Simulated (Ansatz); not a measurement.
Antifluorite Mg₂Ge, treated with PBE in Ansatz (plane waves, PAW).

Numerical settings: plane-wave cutoff 500 eV, 12×12×12 k mesh, Fermi–Dirac smearing 0.05 eV, scalar-relativistic PAW data made under PBE.

Computed at the level's own relaxed cell.

Task: What does this level give for the equilibrium volume per atom, lattice constant a and band gap?

Result: 
equilibrium volume per atom: 22.07 Å³/atom
lattice constant a: 6.422 Å
band gap: 0.17 eV (on the SCF k mesh)

Measured, for comparison: band gap 0.74 eV (temperature not stated, not corrected to a static lattice, indirect, Γ–X; as tabulated in Ryu et al. (2019), arXiv:1905.06140); equilibrium volume per atom 21.69 Å³/atom, lattice constant a 6.385 Å (temperature not stated, not corrected to a static lattice; as tabulated in Grosch, Range, J. Alloys Compd. 235, 250 (1996)). Computed (rounded) less measured: equilibrium volume per atom +1.8 %, lattice constant a +0.6 %.

Spin–orbit coupling is not included.

The result took roughly 19 core-seconds.

Ansatz is a first-principles code.
